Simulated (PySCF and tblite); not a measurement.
Values are calculated unless marked as measured or tabulated.
C3H8O, numbered as in [CH3:1][CH2:2][CH2:3][OH:4].

The ensemble was built from 90 distance-geometry starts (ETKDG and KDG, MMFF94s, GFN2-xTB) and rests on PBE0-D3(BJ)/def2-SVP geometries. Weights use PBE0-D3(BJ)/def2-TZVP energies plus GFN2-xTB zero-point and thermal terms (modes under about 100 cm⁻¹ blended into free rotors). Symmetry numbers and mirror images are counted. Conformers within 4 kcal/mol (GFN2-xTB free energy) were kept, 5 at most. GIAO shieldings: PBE0/pcSseg-1. Shifts are against TMS (¹H), TMS (¹³C) at the same level. Run with PySCF (density fitting) and tblite.

**Question.** Predict the averaged NMR shifts at 298.15 K.

**Answer.** ¹H: 3.56 (H3, 2H), 1.36 (H2, 2H), 0.97 (H1, 3H) ppm. ¹³C: 66.6 (C3), 29.1 (C2), 11.6 (C1) ppm.

**Question.** How do the conformers differ?

**Answer.** Torsions listed: C1–C2–C3–O4, C2–C3–O4–H4. Of a mirror pair one member is shown.
| conformer | shape | weight % |
| --- | --- | --- |
| 1 | -61°, 175° | 24.7 |
| 2 | -62°, 67° | 21.3 |
| 3 | -177°, -60° | 21.2 |
| 4 | 58°, 62° | 21.1 |
| 5 | 180°, -179° | 11.7 |

| signal | 1 | 2 | 3 | 4 | 5 | average |
| --- | --- | --- | --- | --- | --- | --- |
| H1 | 1.07 | 0.89 | 0.86 | 1.08 | 0.86 | 0.97 |
| H2 | 1.41 | 1.34 | 1.34 | 1.23 | 1.56 | 1.36 |
| H3 | 3.68 | 3.54 | 3.44 | 3.56 | 3.55 | 3.56 |
| C1 | 12.5 | 11.0 | 10.9 | 11.8 | 11.2 | 11.6 |
| C2 | 27.4 | 28.2 | 31.3 | 30.6 | 27.4 | 29.1 |
| C3 | 65.8 | 65.7 | 68.1 | 65.8 | 68.3 | 66.6 |

H on N, O and S are left out: they exchange, and hydrogen bonds move them by several ppm. Shifts are unscaled: against experiment ¹³C can be off by 15 ppm or more and ¹H by 0.8 ppm.
